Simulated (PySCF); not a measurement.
Simulated Cl 2p region for `CC(C)(Cl)Cl`, binding energy against the vacuum level.

Every computed line was given a Gaussian of 0.5 eV full width at half maximum and an area set by the number of equivalent atoms (split 2:1 within a doublet); the highest printed point is 100. Level of theory: delta-SCF UKS SCAN, pcX-2 on the ionised atom, pcseg-1 elsewhere, spin-free X2C in PySCF 2.14.0.

```json
{"binding energy (eV)": "205.3", "intensity": "1"}
{"binding energy (eV)": "205.4", "intensity": "3"}
{"binding energy (eV)": "205.5", "intensity": "8"}
{"binding energy (eV)": "205.6", "intensity": "21"}
{"binding energy (eV)": "205.7", "intensity": "43"}
{"binding energy (eV)": "205.8", "intensity": "71"}
{"binding energy (eV)": "205.9", "intensity": "94"}
{"binding energy (eV)": "206.0", "intensity": "100"}
{"binding energy (eV)": "206.1", "intensity": "85"}
{"binding energy (eV)": "206.2", "intensity": "58"}
{"binding energy (eV)": "206.3", "intensity": "31"}
{"binding energy (eV)": "206.4", "intensity": "14"}
{"binding energy (eV)": "206.5", "intensity": "5"}
{"binding energy (eV)": "206.6", "intensity": "1"}
{"binding energy (eV)": "206.7", "intensity": "0"}
{"binding energy (eV)": "206.8", "intensity": "0"}
{"binding energy (eV)": "206.9", "intensity": "0"}
{"binding energy (eV)": "207.0", "intensity": "1"}
{"binding energy (eV)": "207.1", "intensity": "2"}
{"binding energy (eV)": "207.2", "intensity": "6"}
{"binding energy (eV)": "207.3", "intensity": "15"}
{"binding energy (eV)": "207.4", "intensity": "28"}
{"binding energy (eV)": "207.5", "intensity": "42"}
{"binding energy (eV)": "207.6", "intensity": "50"}
{"binding energy (eV)": "207.7", "intensity": "48"}
{"binding energy (eV)": "207.8", "intensity": "37"}
{"binding energy (eV)": "207.9", "intensity": "22"}
{"binding energy (eV)": "208.0", "intensity": "11"}
{"binding energy (eV)": "208.1", "intensity": "4"}
{"binding energy (eV)": "208.2", "intensity": "1"}
{"binding energy (eV)": "208.3", "intensity": "0"}
```

Count the maxima, the lines and the sites behind this envelope.

The curve has 2 maxima (at 206.0 and 207.6 eV). Under it lie 2 lines from 1 inequivalent chlorine site, drawn as a 2p3/2, 2p1/2 pair.

Decompose the envelope and assign each component. Numbering: `[CH3:1][C:2]([CH3:3])([Cl:4])[Cl:5]`.

```csv
position (eV),relative area,line,atoms,environment
205.98,1.33,Cl 2p3/2,Cl4/Cl5,alkyl chlorine
207.63,0.67,Cl 2p1/2,Cl4/Cl5,alkyl chlorine
```

What are the centre and the root-mean-square width of the whole band?

The area-weighted mean of the lines is 206.53 eV. Their own spread about it is 0.78 eV (rms) and each Gaussian has σ = 0.5/2.355 = 0.21 eV; the variances add, which gives 0.81 eV.

Shake-up satellites, vibrational structure and lifetime widths aren't simulated. The first atom of each set that the bonding makes equivalent was ionised and stands for the set. The 2p values add to the ΔSCF energy of one spin-free hole a correction within the shell (spin–orbit coupling, ligand field). 2p1/2 minus 2p3/2 (ligand field included): Cl 1.65 eV. Geometry: PBE0-D3(BJ)/def2-SVP; no solvent, vibrations or thermal averaging.
